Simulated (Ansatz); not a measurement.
Reaction (formal loss of a carbene): `CC(F)S` → `[CH2]` (triplet) + `FCS`

Computed with Ansatz on PBE0-D4/def2-TZVP structures; ΔE is electronic, products minus reactants. CBS: MP2 limit from def2 TZ/QZ plus the TZ coupled-cluster correction, frozen cores. This one scheme is used for every species. Triplets are unrestricted, without spin–orbit coupling. Each species was taken in one conformer, which may not be the lowest.

`CC(F)S`:

Cartesian coordinates in Å:
```
C -0.587 -0.721 0.096
C 0.507 0.268 0.399
F 1.728 -0.324 0.125
S 0.346 1.838 -0.467
H -1.559 -0.306 0.361
H -0.588 -0.970 -0.968
H -0.421 -1.638 0.665
H 0.517 0.542 1.458
H 0.057 1.311 -1.669
```

`[CH2]` (triplet):

Cartesian coordinates in Å:
```
C 0.231 -0.089 -0.122
H 0.427 0.457 0.788
H -0.658 -0.368 -0.666
```

`FCS`:

Cartesian coordinates in Å:
```
F -0.277 -1.420 -0.493
C 0.371 -0.292 -0.050
S -0.671 0.770 0.943
H 0.752 0.244 -0.920
H 1.198 -0.598 0.594
H -1.372 1.295 -0.074
```

```csv
species,CCSD(T)/CBS(def2) energy (Eh)
`CC(F)S`,-576.67585
`[CH2]` (triplet),-39.09499
`FCS`,-537.40796
```

Q: Work out ΔE.

A: ΔE = (-39.09499) + (-537.40796) − (-576.67585) = 0.17290 Eh = +453.9 kJ/mol.

Largest T1 diagnostic among the species: 0.011.

Leaving LDA and LC-ωPBE aside and taking each functional with its dispersion term where it has one, the values, not all of them listed here, spread over 36.5 kJ/mol, from r2SCAN0-D4 to ωB97X-V. LDA lies +78.0 kJ/mol from PBE without D4. At CCSD(T), def2-SVP lies −13.1 kJ/mol from the extrapolated value and def2-TZVPP −11.7 kJ/mol. From BLYP to BHLYP (50 % exact exchange), in def2-TZVPP and without D4, ΔE moves by −3.2 kJ/mol.
